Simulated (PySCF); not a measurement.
# Deprotonation sites of ethylene

Parent: ethylene, `C=C` (C2H4). Optimised structure (Å), atoms numbered from 1:
```
C    -0.6640   -0.0377   -0.0138
C     0.6661    0.0389   -0.0006
H    -1.2920    0.8472    0.1272
H    -1.1834   -0.9888   -0.1659
H     1.2941   -0.8461   -0.1416
H     1.1855    0.9900    0.1516
```

Level of theory: ωB97X-D3(BJ)/ma-def2-TZVP single points in PySCF, grid level 2; every species was optimised with PBE0-D3(BJ)/ma-def2-SVP. The prefix ma- adds one diffuse s and one diffuse p function on all atoms but H. ωB97X-D3(BJ) is ωB97X-V with D3(BJ) in place of VV10. Zero-point and thermal terms (298.15 K, 1 bar) come from unscaled PBE0-D3(BJ)/ma-def2-SVP harmonic frequencies, with soft modes damped to free rotors in the entropy.

```csv
site,product,ΔH(acid) / eV,ΔG(acid) / eV
C1 (alkene carbon),[CH-]=C,17.80,17.44
```

ΔH and ΔG refer to AH → A⁻ + H⁺ in the gas phase. Sites whose products fell apart, merged with another or lost in a GFN2-xTB screen aren't listed.

In diethyl ether the product from C1 is solvated 2.19 eV more strongly than the parent (electrostatics only).

In toluene the product from C1 is solvated 1.64 eV more strongly than the parent (electrostatics only).

Vertical detachment energies of the anions: `[CH-]=C` 1.25 eV.

Against the Active Thermochemical Tables (version 1.112): C1 1711 (computed 1718, error 7) kJ/mol.

Measured values (NIST Chemistry WebBook, evaluated or the median of agreeing entries): deprotonation enthalpy (ΔH) 1704 kJ/mol (computed 1718, difference 14); gas-phase acidity (ΔG) 1669 kJ/mol (computed 1682, difference 13).
